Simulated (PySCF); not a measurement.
Compound: CH2-triplet, CH₂ (triplet state).
Structure used (PBE0-D3(BJ)/def2-SVP), in Å, numbered top down from 1:
```xyz
3
CH2 angstrom
C      0.0095    0.2804   -0.0063
H     -0.9971   -0.1360   -0.0240
H      1.0105   -0.1494    0.0052
```

Identity: CH2-triplet (`[CH2]`) [triplet].

Computed with UKS B3LYP, IGLO-III on C, pcH-1 on H, non-relativistic, mean-field spin-orbit, GIAO (PySCF 2.14.0). Spin–spin part from the singly occupied natural orbitals, spin–orbit part to second order with van Wüllen's prefactor. Geometry: PBE0-D3(BJ)/def2-SVP; no solvent, vibrations or thermal averaging.

Problem. Give D and E of this S = 1 state, with their spin–spin and spin–orbit parts.

Solution. D = +0.813 cm⁻¹ and E = +0.048 cm⁻¹, with E given the sign of D (E/D = 0.06; 0 is axial, 1/3 the rhombic limit). Diagonalised alone, the spin–spin tensor gives D = +0.781, E = +0.048 and the spin–orbit tensor D = +0.033, E = 0.000 cm⁻¹; in size the spin–spin D is 24 times the other. The largest Mulliken spin population is on C1 (+2.07).

Problem. What is D as a frequency, a field and a temperature?

Solution. D = +24.38 GHz = +870.0 mT (with g_iso = 2.0024) = +1.170 K = +100.8 μeV.

Problem. What are the three sublevel energies at zero field and the gaps between them?

Solution. With H = D(Sz² − 2/3) + E(Sx² − Sy²): Tz at -0.542 cm⁻¹, Tx at +0.224 cm⁻¹, Ty at +0.319 cm⁻¹. The gaps are |D| − |E| = 22.96 GHz, |D| + |E| = 25.81 GHz and 2|E| = 2.85 GHz.

Problem. How are these sublevels filled in thermal equilibrium at 20 K and zero field?

Solution. kT = 13.90 cm⁻¹, so the Boltzmann shares are Tz 34.6 %, Tx 32.8 %, Ty 32.6 %.

Problem. Where do the strong lines fall at 9.63 GHz with the field along each axis of D (isotropic g = 2.0024, hyperfine left aside, microwave field at right angles)?

Solution. From exact diagonalisation up to 2600 mT, keeping lines above a fifth of the strength of a high-field Δm = ±1 line:

```json
{"field along": "x", "resonance fields (mT)": "530"}
{"field along": "y", "resonance fields (mT)": "750"}
{"field along": "z", "resonance fields (mT)": "524, 1213"}
```

Without D the line would be at 344 mT. The microwave quantum is 0.321 cm⁻¹, against |D| + |E| = 0.861 cm⁻¹.

Natural occupations around the open shell: 1.998, 1.000, 1.000, 0.002. The unrestricted determinant has ⟨S²⟩ = 2.0054 (exact 2.0000), so spin contamination is small.

Principal g values: 2.0022, 2.0025, 2.0025.

Hardware: Arm Neoverse V2, one thread, no GPU, on a shared host. Cost: 1.1 s of wall time.
